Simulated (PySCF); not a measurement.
Computed with PySCF and rigid-rotor harmonic-oscillator thermochemistry at 1 bar. The comparison is the NASA 1993 polynomial table, which mixes measured and estimated data. All species are closed-shell singlets. The harmonic model lacks anharmonicity and excited electronic states, which grow with temperature; levels with a mode under 35 cm⁻¹ are left out. The table's entry may be an old estimate for BOCl (not checked at source).

Harmonic frequencies at PBE0/def2-TZVP (cm⁻¹): 420, 420, 699, 2040. Point group C∞v; S°(298 K) = 236.4 J/mol/K at this level.

**Question.** Work out Cp and S° of gaseous BOCl at 500, 800, 1200, 1600, 2000 K from these, and set them beside the table.

**Answer.** 
```csv
T (K),Cp PBE0/def2-TZVP,Cp table,S° PBE0/def2-TZVP,S° table
500,50.7,51.2,261.1,262.3
800,55.3,55.9,286.0,287.6
1200,58.4,58.7,309.1,310.9
1600,59.9,60.2,326.1,328.0
2000,60.7,61.0,339.6,341.5
```
Units J/mol/K.
